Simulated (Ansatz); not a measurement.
Mulliken charges of C3H4ClFO, SMILES `OC/C(F)=C/Cl` from B3LYP/def2-TZVPP in Ansatz (PBE0-D4/def2-TZVP geometry).

```
atom   x (Å)   y (Å)   z (Å)  charge (e)
  O1  -0.701  -1.788   0.534      -0.336
  C2   0.144  -0.683   0.755       0.056
  C3   0.204   0.235  -0.413       0.161
  F4   0.702  -0.349  -1.510      -0.207
  C5  -0.178   1.503  -0.428      -0.080
 Cl6  -0.052   2.515  -1.797      -0.074
  H7  -0.356  -2.289  -0.210       0.195
  H8  -0.250  -0.144   1.616       0.079
  H9   1.166  -1.009   0.999       0.084
 H10  -0.597   1.959   0.457       0.124
```

Task: By hand: the dipole of these point charges (1 e Å = 4.8032 D).

Result: Σ q r = (0.084, 0.067, 0.503) e Å, of length 0.514 e Å = 2.47 D.

Task: How does the dipole of the full density compare? (Best estimate.)

Result: The calculation gave: (0.150, -0.045, 0.264) e Å, 1.47 D; the point charges give 1.68 times that, at 26° from its direction.

Point charges leave out the atoms' own dipoles, such as those of lone pairs, and Mulliken's split depends on the basis, so the two needn't agree.

B3LYP here is the variant with VWN-RPA as its local correlation; programs differ in this.
